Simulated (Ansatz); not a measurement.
# C₂H₆ (singlet): the correlation ladder, cc-pVDZ

How much of the correlation energy of C₂H₆ (singlet) does each wave-function method recover here?

Method: cc-pVDZ, core rule «outside noble gas», up to 2 orbitals frozen; program: Ansatz 0.2.0, Gaussian basis.

Plan: UHF; CCSD(T) on RHF; CCSDT(Q) on RHF.

3 further runs of the same task are left out: 1 that didn't finish, 2 set aside as unsound or not needed.

### Step 1. The geometry

The geometry is an MP2(full)/6-31G* stationary point (not a proven minimum).

8 atoms, charge 0, spin multiplicity 1.

Atoms are counted from 1 here; the program's logs count them from 0.

Bond lengths: C1–C2 1.524 Å, C1–H3 1.093 Å, C1–H4 1.093 Å, C1–H5 1.093 Å, C2–H6 1.093 Å, C2–H7 1.093 Å, C2–H8 1.093 Å. Angles: C2–C1–H3 111.2°, C2–C1–H4 111.2°, C2–C1–H5 111.2°, H3–C1–H4 107.7°, H3–C1–H5 107.7°, H4–C1–H5 107.7°, C1–C2–H6 111.2°, C1–C2–H7 111.2°, C1–C2–H8 111.2°, H6–C2–H7 107.7°, H6–C2–H8 107.7°, H7–C2–H8 107.7°.

As a file:

```
C     0.0000    0.0000    0.7622
C     0.0000    0.0000   -0.7622
H     0.0000    1.0190    1.1572
H    -0.8824   -0.5095    1.1572
H     0.8824   -0.5095    1.1572
H     0.0000   -1.0190   -1.1572
H    -0.8824    0.5095   -1.1572
H     0.8824    0.5095   -1.1572
```

### Step 2. UHF

Input file in.yaml:

```yaml
crystal:
  periodic: [false, false, false]
  atoms:
    - {symbol: C, position_ang: [0.000000, 0.000000, 0.762209]}
    - {symbol: C, position_ang: [0.000000, 0.000000, -0.762209]}
    - {symbol: H, position_ang: [0.000000, 1.018957, 1.157229]}
    - {symbol: H, position_ang: [-0.882443, -0.509479, 1.157229]}
    - {symbol: H, position_ang: [0.882443, -0.509479, 1.157229]}
    - {symbol: H, position_ang: [0.000000, -1.018957, -1.157229]}
    - {symbol: H, position_ang: [-0.882443, 0.509479, -1.157229]}
    - {symbol: H, position_ang: [0.882443, 0.509479, -1.157229]}
basis:
  gaussian: {orbitals: cc-pVDZ}
magnetization: {spin_polarized: true, initial_magnetization: 0}
hamiltonian: {xc: hf}
output: {orbitals: {seedname: orbitals}}
```

The run is started by

```sh
$ ansatz run in.yaml --threads 1 --pin off --events-out ev --progress --plain --max-ram 2880MiB --backend cpu
```

The runs that follow: CCSD(T) on RHF; CCSDT(Q) on RHF.

**Question.** What will the summary of the whole plan be? Wanted: RCCSDT(Q) below the RHF energy; RMP2 from RCCSDT(Q); RCCSD from RCCSDT(Q); RCCSD(T) from RCCSDT(Q); T1 diagnostic.

As calculated:

| quantity | value |
| --- | --- |
| RCCSDT(Q) below the RHF energy | -9.4820 eV |
| RMP2 from RCCSDT(Q) | +29.07 kcal/mol |
| RCCSD from RCCSDT(Q) | +5.84 kcal/mol |
| RCCSD(T) from RCCSDT(Q) | +0.64 kcal/mol |
| levels within 1 kcal/mol (43 meV) | RCCSD(T), RCCSDT |
| T1 diagnostic | 0.006 |

What this shows: RCCSD(T) misses by +0.64 kcal/mol, 0.3 % of the correlation energy. These misses are within one basis, not against nature.
